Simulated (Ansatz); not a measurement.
Cost and result for the atomization energy of C2H4F2O (`FCOCF`) (9 atoms, 8 bonds).

```xyz
9

F     0.4229    0.2813   -1.8447
C     0.2579   -0.6999   -0.8953
O    -0.7376   -0.3465   -0.0057
C    -0.3854    0.6400    0.8944
F     0.4632    0.1350    1.8515
H     1.2219   -0.8356   -0.3961
H    -0.0722   -1.6097   -1.3967
H     0.1319    1.4716    0.4065
H    -1.3026    0.9638    1.3861
```

The species carries charge 0 and has multiplicity 1. All single points use the PBE0-D4/def2-TZVP geometry. It is one conformer, not always the lowest. Program: Ansatz. All runs use 2 threads of a server CPU on a shared host. Times are those of one run each, without the atoms' runs, and a repeat can differ threefold. Electronic energies, without spin–orbit coupling; frozen cores. CCSD(T)/CBS adds CCSD(T) − MP2 in def2-TZVPP to the MP2 limit, and its time is that of the two runs behind it. T1 = 0.012. B3LYP takes the VWN-RPA correlation (the form of Gaussian; ORCA's B3LYP/G).

CCSD(T)/CBS is a level of theory with its own doubt, some kJ/mol a heavy atom from the limit and from the frozen cores, so smaller differences don't rank the functionals.

| level | functions | wall time |
| --- | --- | --- |
| PBE-D4/def2-TZVPP (with forces) | 211 | 2.8 s |
| PBE0-D4/def2-TZVPP | 211 | 3.5 s |
| B3LYP-D4/def2-TZVPP (with forces) | 211 | 4.2 s |
| r2SCAN-D4/def2-TZVPP (with forces) | 211 | 5.5 s |
| B2PLYP/def2-TZVPP | 211 | 6 s |
| ωB97X-V/def2-TZVPP | 211 | 9.5 s |
| ωB97M-V/def2-TZVPP (with forces) | 211 | 13 s |
| MP2/def2-QZVPP | 405 | 26 s |
| CCSD(T)/def2-TZVPP | 211 | 3 min |
| CCSD(T)/CBS(def2) | – | 3.5 min |

(1) What atomization energy does each give, and how far from CCSD(T)/CBS? (Estimate.)

Answers

(1) Ansatz gave: 
| level | atomization (kcal/mol) | difference from CCSD(T)/CBS | per bond |
| --- | --- | --- | --- |
| PBE-D4/def2-TZVPP (with forces) | 856.4 | 27.4 | 3.4 |
| PBE0-D4/def2-TZVPP | 830.5 | 1.5 | 0.2 |
| B3LYP-D4/def2-TZVPP (with forces) | 826.3 | -2.7 | -0.3 |
| r2SCAN-D4/def2-TZVPP (with forces) | 831.3 | 2.3 | 0.3 |
| B2PLYP/def2-TZVPP | 820.2 | -8.8 | -1.1 |
| ωB97X-V/def2-TZVPP | 830.9 | 1.9 | 0.2 |
| ωB97M-V/def2-TZVPP (with forces) | 831.1 | 2.1 | 0.3 |
| MP2/def2-QZVPP | 843.3 | 14.3 | 1.8 |
| CCSD(T)/def2-TZVPP | 807.1 | -21.9 | -2.7 |
| CCSD(T)/CBS(def2) | 829.0 | 0.0 | 0.0 |

From PBE to PBE0 (25 % exact exchange), in def2-TZVPP and without D4, the atomization energy moves by −25.4 kcal/mol: exact exchange takes away binding that semilocal exchange gives to molecules. The D4 term adds +4.4 kcal/mol with B3LYP and +2.3 kcal/mol with PBE0; it sums over pairs of atoms, weighted by their polarisabilities, and B3LYP, whose exchange is more repulsive, gets the larger term. In def2-TZVPP, CCSD(T) changes the Hartree–Fock value by +227.5 kcal/mol (the triples alone add +14.3 kcal/mol) and MP2 by +250.8 kcal/mol; breaking electron pairs costs correlation energy, which Hartree–Fock lacks.
